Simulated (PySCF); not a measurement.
**SiNH8+, a complex of two parts: interaction energy**

What interaction energy should one expect for `[SiH4]` with `[NH4+]`?

Programs: PySCF 2.14.0. All values are calculated, for the isolated system unless a continuum is named. Atoms count from 0, parts from 1.

### Step 1. Starting point

10 atoms, charge 1, multiplicity 1; geometry: GFN2-xTB. Parts: 1 = atoms 0–4, `[SiH4]`, charge 0; 2 = atoms 5–9, `[NH4+]`, charge 1.

### Step 2. Relaxing the molecule at PBE0-D3(BJ)/def2-SVPD

What the job is given:

```
{"job": {"xc": "PBE0", "basis": "def2-SVPD", "d3": "d3bj", "grid": 2, "kind": "geom", "shake": 0.01}, "charge": 1, "multiplicity": 1, "parts": [{"atoms": "0-4", "charge": 0, "multiplicity": 1}, {"atoms": "5-9", "charge": 1, "multiplicity": 1}]}
Si     0.462829    -0.139574    -0.273590
H      1.307747     0.767872     0.473417
H      0.565235    -0.014579    -1.727283
H      0.393896    -1.462474     0.244625
H     -0.965296     0.471644    -0.010180
N     -3.068196     1.677589     0.695139
H     -3.119056     2.565413     0.201785
H     -3.864114     1.100452     0.464103
H     -2.151676     1.158623     0.410879
H     -3.038855     1.839081     1.717983
```

Launch:

```
$ OMP_NUM_THREADS=1 python cluster_run.py task.json out
```

This one command runs all jobs of the session in turn.

**Question.** The jobs that follow are: CCSD(T)/aug-cc-pVDZ and MP2/aug-cc-pVTZ counterpoise interaction energy, frozen core, gas phase. Predict: point group; rotational constants (main isotopes); interaction energy, CCSD(T) limit estimate; MP2/aug-cc-pVTZ; T1 diagnostic.

The runs gave:

| quantity | value |
| --- | --- |
| point group | C1 |
| rotational constants (main isotopes) | 56.20, 2.54, 2.54 GHz |
| interaction energy, CCSD(T) limit estimate | -7.18 kcal/mol |
| MP2/aug-cc-pVTZ | -7.16 kcal/mol |
| T1 diagnostic | 0.0086 |

**Reading.** Relaxing lowered the energy by 0.127 eV in 4 steps; the bond of the start that moved most is Si0–H3, from 1.422 to 1.485 Å. No frequency check was run at this level, so the end point may be a saddle. The interaction energy leaves out the deformation of the parts, 1.42 kcal/mol; with it the binding is about -5.76 kcal/mol. The estimate adds CCSD(T) less MP2 in the small basis (+0.08 kcal/mol) to extrapolated MP2. Hartree-Fock gives -4.75 against -7.18 kcal/mol.
